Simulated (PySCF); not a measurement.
Basis set benchmark on one molecule

Molecule: SMILES PP, H$_{4}$P$_{2}$.

Molfile (atoms numbered from 1):
```
H4P2
     RDKit          3D

  6  5  0  0  0  0  0  0  0  0999 V2000
    0.4605    0.9395   -0.3264 P   0  0  0  0  0  0  0  0  0  0  0  0
   -0.5804   -0.9422    0.3174 P   0  0  0  0  0  0  0  0  0  0  0  0
    1.3349    0.9463    0.8053 H   0  0  0  0  0  0  0  0  0  0  0  0
    1.4171    0.2409   -1.1280 H   0  0  0  0  0  0  0  0  0  0  0  0
   -1.4629   -0.9440   -0.8080 H   0  0  0  0  0  0  0  0  0  0  0  0
   -1.5294   -0.2432    1.1274 H   0  0  0  0  0  0  0  0  0  0  0  0
  1  2  1  0
  1  3  1  0
  1  4  1  0
  2  5  1  0
  2  6  1  0
M  END
```

Geometry PBE0-D3(BJ)/def2-SVP throughout; GIAO in PySCF, gas phase, one conformer, non-relativistic; equivalent atoms averaged; functional PBE0.

Reference values (measured; solution; Yu. Yu. Rusakov, I. L. Rusakova, Phys. Chem. Chem. Phys. 2023, supporting information (pecS-n basis sets for 31P)): δ(P1/P2) = -203.2 ppm vs 85 % H3PO4. Computed shifts are taken against H3PO4, calculated as an isolated molecule at each level.

Problem. How do the basis sets STO-3G, 6-31G, 6-31G*, def2-SVP, 6-311+G(2d,p), def2-TZVP perform against the reference? Times are CPU seconds on 1 thread of an Intel Xeon Platinum 8488C, shared host.

Solution. 
```tsv
basis set	functions	P1/P2	abs. error P	core-s
STO-3G	22	-114.5	88.7	0.91
6-31G	34	-221.4	18.2	1.6
6-31G*	44	-185.1	18.1	2
def2-SVP	56	-199.7	3.5	2.2
6-311+G(2d,p)	94	-229.5	26.3	3.9
def2-TZVP	98	-233.5	30.3	6.1
```

For ³¹P the closest is def2-SVP (3.5 ppm) and the furthest STO-3G (88.7 ppm). Where a smaller basis beats a larger one, errors probably cancel. One molecule is a small sample, and vibrational and solvent effects are absent from the calculation.

A small basis that lands close on one nucleus may do so by chance; judge by the trend and by all nuclei.
